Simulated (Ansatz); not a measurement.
Results of PBE0 (PAW; Ansatz, a quantum-chemistry and plane-wave program) for ZnLu2S4 (Pnma, No. 62; cell taken from a computed entry).

Settings: plane-wave cutoff 460 eV, 2×4×4 k mesh (along the axes of the cell as run), Fermi–Dirac smearing 0.01 eV, scalar-relativistic PAW data made under PBE.

Cell (relaxed with PBEsol):

```yaml
crystal:
  lattice:
    - [13.11410, 0.00000, 0.00000]
    - [0.00000, 7.62313, 0.00000]
    - [0.00000, 0.00000, 6.18708]
  atoms:
    - { symbol: Lu, position: [0.50000, 0.50000, 0.50000] }
    - { symbol: Lu, position: [0.00000, 0.50000, 0.00000] }
    - { symbol: Lu, position: [0.00000, 0.00000, 0.00000] }
    - { symbol: Lu, position: [0.50000, 0.00000, 0.50000] }
    - { symbol: Lu, position: [0.73596, 0.75000, 0.00254] }
    - { symbol: Lu, position: [0.26404, 0.25000, 0.99746] }
    - { symbol: Lu, position: [0.76404, 0.25000, 0.50254] }
    - { symbol: Lu, position: [0.23596, 0.75000, 0.49746] }
    - { symbol: Zn, position: [0.90874, 0.75000, 0.59054] }
    - { symbol: Zn, position: [0.09126, 0.25000, 0.40946] }
    - { symbol: Zn, position: [0.59126, 0.25000, 0.09054] }
    - { symbol: Zn, position: [0.40874, 0.75000, 0.90946] }
    - { symbol: S, position: [0.66872, 0.49070, 0.25830] }
    - { symbol: S, position: [0.33128, 0.50930, 0.74170] }
    - { symbol: S, position: [0.83128, 0.50930, 0.75830] }
    - { symbol: S, position: [0.16872, 0.49070, 0.24170] }
    - { symbol: S, position: [0.16872, 0.00930, 0.24170] }
    - { symbol: S, position: [0.83128, 0.99070, 0.75830] }
    - { symbol: S, position: [0.33128, 0.99070, 0.74170] }
    - { symbol: S, position: [0.66872, 0.00930, 0.25830] }
    - { symbol: S, position: [0.07246, 0.75000, 0.74601] }
    - { symbol: S, position: [0.92754, 0.25000, 0.25399] }
    - { symbol: S, position: [0.42754, 0.25000, 0.24601] }
    - { symbol: S, position: [0.57246, 0.75000, 0.75399] }
    - { symbol: S, position: [0.91015, 0.75000, 0.22438] }
    - { symbol: S, position: [0.08985, 0.25000, 0.77562] }
    - { symbol: S, position: [0.58985, 0.25000, 0.72438] }
    - { symbol: S, position: [0.41015, 0.75000, 0.27562] }
```

**Question.** What does this level give for the band gap?

**Answer.** 
band gap: 3.97 eV (on the SCF k mesh)

Note: cell and atoms aren't relaxed at this level (largest force component 0.11 eV/Å, pressure 3.1 GPa).

Spin–orbit coupling is not included.
